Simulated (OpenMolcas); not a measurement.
# How basis sets differ on CH6Si (methylsilane)

CH6Si: 8 atoms, total charge 0, spin state singlet. SMILES: `C[SiH3]`. The shape is that of a GFN2-xTB optimisation.

```xyz
8

C    -0.1809    0.2390   -0.9369
Si    0.1675   -0.2214    0.8688
H    -1.2326    0.1158   -1.1797
H     0.3889   -0.3851   -1.6201
H     0.0839    1.2733   -1.1386
H    -0.6193    0.6394    1.7550
H     1.5927   -0.0402    1.1540
H    -0.2001   -1.6208    1.0975
```

Quantity: the HOMO–LUMO gap, in eV. The values are calculated.

| level | kind | program | value (eV) |
| --- | --- | --- | --- |
| HF/ANO-L-MB | Hartree–Fock | OpenMolcas | 20.14 |
| HF/STO-3G | Hartree–Fock | OpenMolcas | 24.83 |
| HF/3-21G | Hartree–Fock | OpenMolcas | 17.04 |
| HF/def2-SVP | Hartree–Fock | OpenMolcas | 16.61 |

The values span 16.61 to 24.83 eV. A Hartree–Fock LUMO above zero doesn't converge with the basis: it sinks as sets grow more diffuse. Orbital gaps aren't excitation energies.
